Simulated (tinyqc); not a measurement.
The integration grid: Kohn-Sham R2SCAN on finer and finer grids in the sto-6g basis, for LiH+, spin multiplicity 2. Computed by the program tinyqc with PySCF. 

Geometry (angstrom):

| atom | x | y | z |
|---|---|---|---|
| Li | 0.0000 | 0.0000 | 0.0000 |
| H | 0.0000 | 0.0000 | 1.9030 |

Self-consistent on each grid; the net force on the molecule should vanish.

Kohn-Sham energy on Becke grids (radial x angular points per atom):

| grid | points | residual of the electron count | E (hartree) | E - finest (mhartree) | largest net force without grid terms (hartree/bohr) |
|---|---|---|---|---|---|
| 10 x 14 | 274 | 1.13e-02 | -7.76531 | -9.08264 | 5.12e-02 |
| 15 x 26 | 771 | 9.66e-04 | -7.76201 | -5.78213 | 2.81e-02 |
| 20 x 50 | 1988 | 6.99e-04 | -7.75652 | -0.29226 | 1.71e-03 |
| 30 x 86 | 5143 | 7.56e-05 | -7.75626 | -0.03921 | 2.19e-04 |
| 50 x 194 | 19367 | -6.59e-06 | -7.75622 | 0.00339 | 1.62e-04 |
| 75 x 302 | 45224 | 1.23e-06 | -7.75622 | -0.00073 | 4.58e-05 |
| 120 x 590 | 141416 | 1.71e-08 | -7.75622 | 0.00000 | 1.25e-06 |

The energy is within 0.1 mhartree of the finest grid first at 30 x 86. The error has both signs, since quadrature is not variational. The electron count and the net force are cheap signs of a poor grid.
